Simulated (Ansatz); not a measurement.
Relaxation of CH$_{6}$BCl (9 atoms, charge 0, multiplicity 1), to a largest force component of 0.03 eV/Å in at most 50 steps.

Level of theory: RKS B3LYP-D4/def2-SVP in Ansatz.

```xyz
9
Properties=species:S:1:pos:R:3:forces:R:3
B -0.047 -0.487 -0.502 0.02 0.16 -0.12
C -0.046 -0.171 2.286 0.03 -0.12 0.08
H -0.950 -0.314 2.895 -0.01 0.02 0.01
H 0.847 -0.459 2.858 0.00 0.05 0.04
H 0.028 0.876 1.967 0.00 -0.01 -0.01
H 1.001 0.099 -0.556 -0.05 -0.04 -0.03
Cl -1.520 0.396 -0.873 0.01 -0.01 -0.07
H -0.126 -1.656 -0.274 -0.02 -0.19 -0.25
H -0.118 -0.855 1.417 0.01 0.15 0.35
```

Where does it end, and by what steps?

The run converged. The force dipped under the threshold on the way, but the program's further checks kept it going. After 17 steps the energy has fallen by 0.127 eV; H4 moved furthest, 0.67 Å.

```json
{"step": "0", "energy less start (eV)": "0.0000", "largest force component (eV/Å)": "0.345", "accepted": "yes"}
{"step": "1", "energy less start (eV)": "-0.0536", "largest force component (eV/Å)": "0.582", "accepted": "yes"}
{"step": "2", "energy less start (eV)": "-0.0767", "largest force component (eV/Å)": "0.359", "accepted": "yes"}
{"step": "3", "energy less start (eV)": "-0.0921", "largest force component (eV/Å)": "0.331", "accepted": "yes"}
{"step": "4", "energy less start (eV)": "-0.1170", "largest force component (eV/Å)": "0.152", "accepted": "yes"}
{"step": "5", "energy less start (eV)": "-0.1202", "largest force component (eV/Å)": "0.040", "accepted": "yes"}
{"step": "6", "energy less start (eV)": "-0.1214", "largest force component (eV/Å)": "0.069", "accepted": "yes"}
{"step": "7", "energy less start (eV)": "-0.1221", "largest force component (eV/Å)": "0.084", "accepted": "yes"}
{"step": "8", "energy less start (eV)": "-0.1227", "largest force component (eV/Å)": "0.057", "accepted": "yes"}
{"step": "9", "energy less start (eV)": "-0.1232", "largest force component (eV/Å)": "0.084", "accepted": "yes"}
{"step": "10", "energy less start (eV)": "-0.1248", "largest force component (eV/Å)": "0.015", "accepted": "yes"}
{"step": "11", "energy less start (eV)": "-0.1178", "largest force component (eV/Å)": "0.384", "accepted": "no"}
{"step": "12", "energy less start (eV)": "-0.1254", "largest force component (eV/Å)": "0.018", "accepted": "yes"}
{"step": "13", "energy less start (eV)": "-0.1243", "largest force component (eV/Å)": "0.222", "accepted": "no"}
{"step": "14", "energy less start (eV)": "-0.1258", "largest force component (eV/Å)": "0.051", "accepted": "yes"}
{"step": "15", "energy less start (eV)": "-0.1234", "largest force component (eV/Å)": "0.230", "accepted": "no"}
{"step": "16", "energy less start (eV)": "-0.1264", "largest force component (eV/Å)": "0.021", "accepted": "yes"}
{"step": "17", "energy less start (eV)": "-0.1268", "largest force component (eV/Å)": "0.011", "accepted": "yes"}
```

```xyz
9
Properties=species:S:1:pos:R:3
B -0.122 -0.515 -0.836
C 0.009 -0.174 2.521
H -1.034 -0.372 2.807
H 0.644 -0.158 3.418
H 0.069 0.797 2.010
H 0.969 -0.020 -0.902
Cl -1.515 0.539 -0.907
H -0.309 -1.697 -0.740
H 0.359 -0.972 1.848
```

Whether the end is a true minimum wasn't checked by a vibrational analysis.

Time of the run: 96 s on 1 thread of AMD EPYC 7571, with other jobs on the host, peak memory 0.17 GiB.
